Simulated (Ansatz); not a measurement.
Relaxed structures of CH4NSi (charge +1), closed shell (PBE0-D4/def2-TZVP; forces vanish, vibrations not checked; lower isomers may exist, and structures with a doubtful reference or unclear bonds are left out; Å). Program: Ansatz 0.2.0. Basis: def2-TZVPP. Cores are frozen in the correlated methods.

Question: Rank them by CCSD(T) energy, lowest first, and give each one's height above the lowest. Links in brackets join atoms within 1.22 times the sum of their covalent radii (1.1 for two metals). (Judge from chemistry; the value comes from the calculation.)
A.
CH₄NSi ([CH3][Si][NH]), total charge +1
```
7
angstrom
C -0.9393 0.8057 -0.2895
N 1.5324 -1.3038 0.4177
Si 0.4168 -0.3517 0.0981
H -1.6126 0.3130 -0.9972
H -0.5004 1.7056 -0.7304
H -1.4591 1.0421 0.6436
H 2.2780 -1.9402 0.6309
```
B.
CH₄NSi ([CH3][N][SiH]), total charge +1
```
7
angstrom
C -0.7913 0.6788 -0.2444
N 0.2302 -0.2118 0.1464
Si 1.4193 -1.1651 0.1672
H -1.4772 0.2024 -0.9480
H -0.3716 1.5866 -0.6829
H -1.3522 0.9542 0.6573
H 2.3429 -2.0452 0.9043
```
C.
CH₄NSi ([CH2][N][SiH2]), total charge +1
```
7
angstrom
C -0.4576 0.7073 -0.0123
N 0.4493 -0.1480 0.0722
Si 1.6172 -1.2499 0.1780
H 2.0271 -1.9127 -1.0647
H -0.2204 1.7587 -0.1941
H -1.5075 0.4224 0.0940
H 2.1797 -1.5046 1.5085
```

Answer: The calculation gives: C (0.00 kcal/mol), A (11.08 kcal/mol), B (34.30 kcal/mol). Heights count from the lowest.

No T1 diagnostic of these runs exceeds 0.024. The restricted Hartree–Fock reference is unstable towards an unrestricted one at one or more of these structures.

For scale, one of the runs: CCSD(T)/def2-TZVPP, 160 basis functions, launched by `ansatz run in.yaml --threads 2 --pin off --events-out ev --progress --plain --max-ram 4352MiB`. Time: 22 s of wall clock on 2 CPU threads of an Intel Xeon Platinum 8259CL; the host was shared. Peak host memory: 1.1 GiB.
